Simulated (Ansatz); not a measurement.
Results of PBE (Ansatz, a first-principles code, PAW) for bcc Fe.

Settings: plane-wave cutoff 500 eV, 26×26×26 k mesh, Fermi–Dirac smearing 0.1 eV, ferromagnetic start, spin-polarised with parallel moments, scalar-relativistic PAW data made under PBE.

Computed at the level's own relaxed cell.

Question: Predict the volume per atom, lattice constant a and magnetic moment per atom (the cell's total over its atoms).

Answer: 
* **volume per atom**: 11.36 Å³/atom
* **lattice constant a**: 2.832 Å
* **magnetic moment per atom (the cell's total over its atoms)**: 2.16 μB

Measured, for comparison: equilibrium volume per atom 11.61 Å³/atom, lattice constant a 2.853 Å (static lattice: zero-point anharmonic expansion removed; as tabulated in Mejia-Rodriguez and Trickey (2018), arXiv:1807.09216). Computed (rounded) less measured: equilibrium volume per atom -2.2 %, lattice constant a -0.7 %.

Moments are spin moments.

Computing time: about 4 core-minutes (a rough figure).
